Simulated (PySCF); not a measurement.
P: ionisation energy

P [Ne] 3s2 3p3 (4S) → P+ [Ne] 3s2 3p2 (3P), as a difference of total energies. Calculation: PySCF 2.14, in aug-cc-pCVQZ-DK (10s9p7d5f3g, 134 functions); the spin-free X2C one-electron Hamiltonian (Gaussian nucleus). Correlated levels: valence: [Ne] frozen; valence and next inner shell: 1s2 frozen; nothing frozen. The calculations carry no spin-orbit coupling.

```
                                method  ionisation energy (eV)
                                   UHF                   9.892
                                   LDA                  10.564
                                   PBE                  10.477
                                  PBE0                  10.516
                                r2SCAN                  10.610
                               r2SCANh                  10.603
                                  PW91                  10.520
                                M06-2X                  10.313
                         MP2 (valence)                  10.513
                     SCS-MP2 (valence)                  10.332
    MP2 (valence and next inner shell)                  10.528
SCS-MP2 (valence and next inner shell)                  10.346
                   MP2 (all electrons)                  10.530
               SCS-MP2 (all electrons)                  10.347
```

Problem. How much does correlation contribute at MP2 (all electrons)?

Solution. 10.530 − (9.892) = 0.638 eV, measured against UHF.

A first-order spin-orbit estimate (lowest level to lowest level, LS coupling) adds -0.035 eV.

For comparison: 10.487 eV (measured; NIST Atomic Spectra Database, ionization energies).
